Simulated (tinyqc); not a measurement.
Hueckel theory of the pi electrons with the omega technique, for the molecule C=CC=C (SMILES; centres numbered as the heavy atoms are written), step by step. Computed by tinyqc, a small Python program that keeps every step. Settings: charge = 0, omega = 1.4, damping = 0. Command: `OMP_NUM_THREADS=1 python tinyqc.py 25700 25701 out.jsonl` (the two numbers bound the seeds that draw the settings). One thread of a shared host (Intel(R) Xeon(R) Processor @ 2.60GHz), about 0.01 s of CPU time with the checks.

## The Hueckel matrix

Centres:
```
centre  z_r, pi electrons of the neutral centre         h
1C                                            1  0.000000
2C                                            1  0.000000
3C                                            1  0.000000
4C                                            1  0.000000
```

Bonds:
```
i  j  k
1  2  1
2  3  1
3  4  1
```

H_rr = alpha + h_r beta, H_rs = k_rs beta for bonded centres.

Hueckel matrix in units of beta (H = alpha + beta A), lower triangle:
```
          1C        2C        3C        4C
1C  0.000000
2C  1.000000  0.000000
3C  0.000000  1.000000  0.000000
4C  0.000000  0.000000  1.000000  0.000000
```

## Orbitals, round 1

pi electrons, sum of z_r less the charge = 4

Diagonalise; E = alpha + x beta with beta < 0, so the largest x are filled first; degenerate levels share their electrons. P = sum n_i c_ri c_si; each orbital has its largest coefficient positive (the first on a tie).

x values: 1.618034  0.618034  -0.618034  -1.618034

occupations: 2.000000  2.000000  0.000000  0.000000

coefficients:
```
         MO1        MO2        MO3        MO4
1C  0.371748   0.601501   0.601501  -0.371748
2C  0.601501   0.371748  -0.371748   0.601501
3C  0.601501  -0.371748  -0.371748  -0.601501
4C  0.371748  -0.601501   0.601501   0.371748
```

charge and bond-order matrix P, lower triangle:
```
           1C        2C        3C        4C
1C   1.000000
2C   0.894427  1.000000
3C   0.000000  0.447214  1.000000
4C  -0.447214  0.000000  0.894427  1.000000
```

## Omega technique, round 1

h_r = h_r(0) + omega q_r, omega = 1.4, with q_r = z_r - P_rr.

matrix after round 1, lower triangle:
```
          1C        2C        3C        4C
1C  0.000000
2C  1.000000  0.000000
3C  0.000000  1.000000  0.000000
4C  0.000000  0.000000  1.000000  0.000000
```

## Convergence

Each round sets h_r = h_r(0) + omega (z_r - P_rr), keeping the share named as damping of the old diagonal; repeat until output and input diagonals agree to 1e-6.

Rounds:
```
round   sum n x  largest |h(out) - h(in)|
1      4.472136                  1.55e-15
```

Converged in 1 rounds.

## Energy, charges, bond orders

E = sum n x; q_r = z_r - P_rr; bond order p = P_rs; free valence = sqrt(3) - sum of p over the bonds of the atom.

pi energy = 4 alpha + this times beta = 4.472136

pi charges: 1C 0.000000, 2C 0.000000, 3C 0.000000, 4C 0.000000

Bond orders and lengths from R = 1.517 - 0.180 p (angstrom, C-C alone):
```
bond         p         R
1-2   0.894427  1.356003
2-3   0.447214  1.436502
3-4   0.894427  1.356003
```

free valence of the carbons: 1C 0.837624, 2C 0.390410, 3C 0.390410, 4C 0.837624

gap between the highest filled and the next level = 1.236068 |beta|
